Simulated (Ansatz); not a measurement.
Reaction: H5BGeO (SMILES O[BH][GeH3]) → BGeH4 (SMILES [BH][GeH3], doublet) + HO (SMILES [OH], doublet) (the B-O bond breaks)
Each species at its own B3LYP-D3(BJ)/def2-TZVP minimum (Ansatz, a first-principles code), one conformer.

Total energies in hartree (Ansatz). Radicals and triplets start from unrestricted determinants; spin-orbit coupling is neglected. Cores are frozen in correlated methods (noble-gas shells, and filled d and f shells in the p block). No relativity.

```csv
species,HF/cc-pVTZ,CCSD(T)/cc-pVTZ,HF/cc-pVQZ,CCSD(T)/cc-pVQZ,CCSD(T)/cc-pVDZ,CCSDT(Q)/cc-pVDZ
1: H5BGeO (SMILES O[BH][GeH3]),-2177.92969,-2178.45118,-2177.94128,-2178.49340,-2178.24827,-2178.25011
"2: BGeH4 (SMILES [BH][GeH3], doublet)",-2102.32928,-2102.57298,-2102.33455,-2102.58943,-2102.45578,-2102.45699
"3: HO (SMILES [OH], doublet)",-75.41896,-75.63769,-75.42557,-75.66159,-75.55935,-75.55979
```

Question: Work out the bond dissociation energy (electronic) in kcal/mol: take Hartree-Fock from cc-pVQZ, extrapolate the CCSD(T) correlation energy as X^-3 (X = 3, 4), and add CCSDT(Q) - CCSD(T) in cc-pVDZ. 1 hartree = 627.51 kcal/mol.

Answer: 
Species 1: correlation (64·(-0.55212) - 27·(-0.52149))/37 = -0.57447; step -0.00184; E1 = -2177.94128 + (-0.57447) + (-0.00184) = -2178.51759
Species 2: correlation (64·(-0.25488) - 27·(-0.24370))/37 = -0.26304; step -0.00121; E2 = -2102.33455 + (-0.26304) + (-0.00121) = -2102.59880
Species 3: correlation (64·(-0.23602) - 27·(-0.21873))/37 = -0.24864; step -0.00044; E3 = -75.42557 + (-0.24864) + (-0.00044) = -75.67465
-1·E1 +1·E2 +1·E3 = 0.24414 hartree = 153.2 kcal/mol.
